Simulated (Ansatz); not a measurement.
A made-up structure of CH4BN, singlet:

B1  (-0.802, -0.377, -0.357)
C2  (0.173, 0.718, 0.182)
N3  (0.433, -0.719, 0.040)
H4  (-1.822, -0.783, -0.798)
H5  (0.714, 1.381, -0.492)
H6  (0.093, 1.101, 1.199)
H7  (-1.741, -0.558, 0.282)
(Å)

It is relaxed with PBE-D4/def2-SVP and then PBE0-D4/def2-TZVP (Ansatz 0.2.0). Atoms count as bonded within 1.22 times the sum of their covalent radii (H–H: 0.88 Å). The end point is not checked to be a true minimum.

Task: Does its bonding change? (Judge from chemistry; the calculation decides.)

Result: Computed: Yes. Formed: none; broken: B1–C2.

Where it ends: The first stage lowers the energy by 4.55 eV in 19 steps. It ends as CH₄BN ([BH2][N][CH2]):
```
7
angstrom
B -1.2802 -0.8616 -0.1224
C 0.4278 1.0698 0.1368
N -0.3895 0.1450 0.0125
H -1.7264 -1.0912 -1.2089
H 1.5030 0.8984 0.0330
H 0.1039 2.0915 0.3548
H -1.5905 -1.4871 0.8497
```

Labels in which every atom is bracketed show which atoms are joined, not bond orders.

For scale, one of the runs: PBE0-D4/def2-TZVP relaxation, 117 basis functions, launched by `ansatz run in.yaml --threads 2 --pin off --events-out ev --progress --plain --max-ram 4352MiB`. Hardware: 2 CPU threads of an Arm Neoverse V1, shared host. Wall time about 11 s.
